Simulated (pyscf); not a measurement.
HN=SiH₂ (SMILES N=[SiH2]) + SiH₄ (SMILES [SiH4]) → :HSi–NH–SiH₃ (SMILES [SiH]N[SiH3]) [singlet] + H₂ (SMILES [H][H]) (concerted two-bond exchange; singlet surface; H–Si, H–Si broken, N–Si, H–H formed). Structures and frequencies: ωB97X-D3(BJ)/def2-SVP in PySCF. Energies in kcal/mol from the separated reactants.

```tsv
level	barrier	reaction energy
ωB97X-D3(BJ)/def2-TZVP	[?]	-23.6
PBE/def2-TZVP	22.8	-18.4
B3LYP-D3(BJ)/def2-TZVP	[?]	[?]
PBE0-D3(BJ)/def2-TZVP	23.3	-21.7
ωB97M-D3(BJ)/def2-TZVP	29.8	-23.4
HF/def2-TZVP	47.1	-22.0
```

Task: Complete the blanks.

Result: 
- ωB97X-D3(BJ)/def2-TZVP, barrier: 28.1
- B3LYP-D3(BJ)/def2-TZVP, barrier: 27.6
- B3LYP-D3(BJ)/def2-TZVP, reaction energy: -21.5

The functionals in the table span 7.0 kcal/mol in this barrier, from PBE to ωB97M-D3(BJ)/def2-TZVP. HN=SiH₂ lies 18.2 kcal/mol over its isomer H₂N–SiH: [singlet] (electronic energy, ωB97M-D3(BJ)/def2-TZVP). This is the saddle that the search found; another between the same sides may lie lower.
